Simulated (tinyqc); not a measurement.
Inside a calculation (part 2 of 2). Method: CCSD on RHF in the sto-3g basis, frozen core, for H2O, spin multiplicity 1. Computed by tinyqc, a small Python program that keeps every step (integrals from PySCF). Command: `OMP_NUM_THREADS=1 python tinyqc.py 26192 26193 out.jsonl` (the two numbers bound the seeds that draw the settings). One thread of a shared host (Intel(R) Xeon(R) Processor @ 2.60GHz), about 0.4 s of CPU time with the checks.

Geometry (angstrom):
```
atom         x          y         z
O     0.000000   0.000000  0.000000
H     0.000000   0.843000  0.580000
H     0.000000  -0.843000  0.580000
```

## CCSD: amplitude update 3

Amplitudes after update 2 (spin orbitals 1a, 1b, ...; amplitudes related by a flip of all spins are not repeated):
```
from      to          t
3a 3b  7a 7b  -0.080914
4a 4b  6a 6b  -0.055505
3a 4b  6b 7a   0.053351
3a 3b  6a 6b  -0.051456
4a 4b  7a 7b  -0.043158
3a 4b  6a 7b  -0.038932
2a 4b  6a 6b  -0.035787
2a 3b  6a 7b  -0.032398
2a 2b  6a 6b  -0.032018
5a 5b  6a 6b  -0.026348
2a 3b  6b 7a   0.019780
2a 2b  7a 7b  -0.018808
3a 4a  6a 7a   0.014419
4a        6a  -0.012717
5a 5b  7a 7b  -0.012644
2a 3a  6a 7a  -0.012618
2a 4b  7a 7b   0.004743
3a        7a  -0.003327
2a        6a  -0.000440
```

Two-electron integrals over orbitals (pq|rs), unique and non-zero (hartree); the lowest 1 orbital is frozen and left out:
```
(22|22) 0.722148    (32|32) 0.139023    (33|22) 0.627627    (33|33) 0.611937
(42|22) -0.009340   (42|33) 0.005842    (42|42) 0.128362    (43|32) 0.025227
(43|43) 0.049373    (44|22) 0.675191    (44|33) 0.583378    (44|42) -0.102887
(44|44) 0.757680    (52|52) 0.147197    (53|53) 0.027336    (54|52) -0.044268
(54|54) 0.052290    (55|22) 0.749829    (55|33) 0.613387    (55|42) -0.072000
(55|44) 0.718302    (55|55) 0.880159    (62|22) 0.136936    (62|33) 0.068061
(62|42) 0.025787    (62|44) 0.081708    (62|55) 0.152224    (62|62) 0.097634
(63|32) -0.043937   (63|43) -0.033835   (63|63) 0.077659    (64|22) 0.107590
(64|33) 0.043668    (64|42) -0.031949   (64|44) 0.124753    (64|55) 0.127167
(64|62) 0.063245    (64|64) 0.076407    (65|52) 0.057033    (65|54) 0.001238
(65|65) 0.036712    (66|22) 0.596932    (66|33) 0.557801    (66|42) 0.055975
(66|44) 0.542087    (66|55) 0.577336    (66|62) 0.090318    (66|64) 0.046358
(66|66) 0.584219    (72|32) 0.047986    (72|43) -0.030715   (72|63) 0.032600
(72|72) 0.065283    (73|22) 0.152918    (73|33) 0.089806    (73|42) -0.073258
(73|44) 0.157805    (73|55) 0.196764    (73|62) 0.074742    (73|64) 0.084691
(73|66) 0.039844    (73|73) 0.153534    (74|32) -0.073339   (74|43) -0.003383
(74|63) 0.049754    (74|72) -0.017667   (74|74) 0.067380    (75|53) 0.023920
(75|75) 0.025229    (76|32) 0.096155    (76|43) 0.054194    (76|63) -0.070556
(76|72) -0.005212   (76|74) -0.058130   (76|76) 0.117330    (77|22) 0.618998
(77|33) 0.597459    (77|42) -0.018591   (77|44) 0.600306    (77|55) 0.622268
(77|62) 0.066747    (77|64) 0.046869    (77|66) 0.556233    (77|73) 0.100338
(77|77) 0.612512
```

orbital energies (hartree): MO1 -20.240551, MO2 -1.230502, MO3 -0.592923, MO4 -0.429453, MO5 -0.382685, MO6 0.528811, MO7 0.686309

t_i^a D_i^a and t_ij^ab D_ij^ab are set to the remaining terms of the spin-orbital equations, evaluated with the old amplitudes; for the doubles these are <ij||ab> + 1/2 <ab||ef> t_ij^ef + 1/2 <mn||ij> t_mn^ab + P(ij)P(ab) <mb||ej> t_im^ae + terms in t^2 + terms with t1, D the orbital-energy denominators.

Amplitudes after update 3 (spin orbitals 1a, 1b, ...; amplitudes related by a flip of all spins are not repeated):
```
from      to          t
3a 3b  7a 7b  -0.082719
4a 4b  6a 6b  -0.057917
3a 4b  6b 7a   0.055061
3a 3b  6a 6b  -0.052866
4a 4b  7a 7b  -0.044643
3a 4b  6a 7b  -0.041498
2a 4b  6a 6b  -0.037078
2a 3b  6a 7b  -0.032662
2a 2b  6a 6b  -0.032134
5a 5b  6a 6b  -0.026837
2a 3b  6b 7a   0.020778
2a 2b  7a 7b  -0.018642
4a        6a  -0.015488
3a 4a  6a 7a   0.013562
5a 5b  7a 7b  -0.012334
2a 3a  6a 7a  -0.011884
2a 4b  7a 7b   0.004392
3a        7a  -0.003211
2a        6a  -0.000140
```

correlation energy = -0.05634510 hartree

## CCSD: convergence

E_corr = 1/4 sum <ij||ab> t_ij^ab + 1/2 sum <ij||ab> t_i^a t_j^b; stop when the norm of the change is below 1e-8.

Course of the amplitude iterations:
```
update  correlation energy (hartree)  norm of the change
0                        -0.04025036                   -
1                        -0.05135758            7.84e-02
2                        -0.05499156            3.06e-02
3                        -0.05634510            1.34e-02
4                        -0.05689405            6.25e-03
5                        -0.05712983            3.07e-03
6                        -0.05723552            1.57e-03
7                        -0.05728459            8.20e-04
8                        -0.05730808            4.37e-04
9                        -0.05731962            2.35e-04
10                       -0.05732542            1.27e-04
11                       -0.05732840            6.94e-05
12                       -0.05732995            3.78e-05
13                       -0.05733077            2.07e-05
14                       -0.05733120            1.13e-05
15                       -0.05733143            6.20e-06
16                       -0.05733156            3.39e-06
17                       -0.05733163            1.86e-06
18                       -0.05733166            1.02e-06
19                       -0.05733168            5.60e-07
20                       -0.05733169            3.07e-07
21                       -0.05733170            1.68e-07
22                       -0.05733170            9.25e-08
23                       -0.05733171            5.08e-08
24                       -0.05733171            2.79e-08
25                       -0.05733171            1.53e-08
26                       -0.05733171            8.40e-09
```

Converged amplitudes (spin orbitals 1a, 1b, ...; amplitudes related by a flip of all spins are not repeated):
```
from      to          t
3a 3b  7a 7b  -0.084081
4a 4b  6a 6b  -0.060692
3a 4b  6b 7a   0.056551
3a 3b  6a 6b  -0.053048
4a 4b  7a 7b  -0.045897
3a 4b  6a 7b  -0.043853
2a 4b  6a 6b  -0.038065
2a 3b  6a 7b  -0.032503
2a 2b  6a 6b  -0.032198
5a 5b  6a 6b  -0.027012
2a 3b  6b 7a   0.021333
4a        6a  -0.019056
2a 2b  7a 7b  -0.018342
3a 4a  6a 7a   0.012698
5a 5b  7a 7b  -0.011924
2a 3a  6a 7a  -0.011171
2a 4b  7a 7b   0.004046
3a        7a  -0.002606
2a        6a   0.000481
```

CCSD total energy = -75.01498562 hartree

T1 diagnostic, norm of the one-spin t1 over sqrt(correlated electrons) = 0.006802

Converged in 26 updates.
